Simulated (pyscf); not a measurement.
Structures and frequencies: ωB97X-D3(BJ)/def2-SVP in PySCF.

Estimate by transition-state theory the rate constant of H₃Si–SiH₂–AsH• + H atom (H•) → H₃Si–AsH• + silyl (SiH₃•) (triplet surface; Si–Si broken, H–Si formed) at 600 K, with ωB97M-D3(BJ)/def2-TZVP energies (ideal gas, 1 atm, RRHO with modes under 100 cm⁻¹ raised to 100, one conformer, R ln 2 for rigid chiral ones; no tunnelling).

The electronic barrier is 2.3 kcal/mol and the thermal terms add +14.6, so ΔG‡ = 16.9 kcal/mol. With k_BT/h = 1.25e+13 s⁻¹ and RT = 1.192 kcal/mol, and a volume of 8.18e-20 cm³ per molecule at 1 atm, k = 7.2e-13 cm³ molecule⁻¹ s⁻¹. Wigner's tunnelling factor for 481i cm⁻¹ would be 1.06. A shift of 1 kcal/mol in the barrier changes k by a factor 2.3. On the product side the descent ends in an adduct with a Si–Si contact (not fully relaxed), 3.5 kcal/mol over the separated species and 9.0 kcal/mol under the saddle at ωB97X-D3(BJ)/def2-TZVP. What is counted as broken (Si–Si) persists as a longer contact in the product adduct; parting that adduct is a step of its own. H₃Si–SiH₂–AsH• + H• also meet on a surface of lower spin, which isn't treated here. H₃Si–AsH• + SiH₃• also meet on a surface of lower spin, which isn't treated here. This is the saddle that the search found; another between the same sides may lie lower. The angle at the attacked Si is 58° (front-side attack). Elements up to Kr have no core potential and no relativistic terms here.
